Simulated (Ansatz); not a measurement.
```yaml
crystal:
  periodic: [false, false, false]
  atoms:
    - {symbol: N, position_ang: [-1.402284, -0.663234, 0.033868]}
    - {symbol: C, position_ang: [-0.381156, -0.185792, -0.566146]}
    - {symbol: Al, position_ang: [1.059337, 0.476595, 0.618354]}
    - {symbol: H, position_ang: [-2.115828, -0.996643, -0.622591]}
    - {symbol: H, position_ang: [-0.338488, -0.164643, -1.668707]}
    - {symbol: H, position_ang: [0.843168, 0.416611, 2.182756]}
    - {symbol: H, position_ang: [2.396452, 1.049206, -0.023235]}
basis:
  gaussian: {orbitals: aug-pcseg-2}
hamiltonian: {xc: {name: r2SCANh}}
accuracy: high
```

```sh
$ ansatz run in.yaml --threads 2 --pin off --events-out ev --progress --plain --max-ram 4352MiB
```

Output, abridged:

```
Functional definition: r2SCANh
3623 factors; integrals over basis functions are off by at most 3.7e-9 eV
mean field evaluation 1: about -9179.8451 eV, gradient 5.3e1 eV
mean field evaluation 2: about -9168.1640 eV, gradient 8.4e1 eV
mean field evaluation 4: about -9186.0269 eV, gradient 1.0e1 eV
mean field evaluation 8: about -9186.2643 eV, gradient 1.3e-1 eV
mean field evaluation 16: about -9186.2643 eV, gradient 1.7e-5 eV
mean field -9186.26431866 eV, -337.5889870373 hartree, gradient 2.0e-8 eV, S^2 0.000000; 0 other end points of the search recorded, 0 dependent functions left out
reference -9186.26432036 eV, -337.5889870996 hartree; 15, 15 occupied and 219, 219 virtual orbitals, 3623 factors
Total energy: -9186.26432036 eV, -337.5889870996 hartree
```

Run time 20 s (2 threads of an Arm Neoverse V2 on a shared host); peak host memory 1.5 GiB.
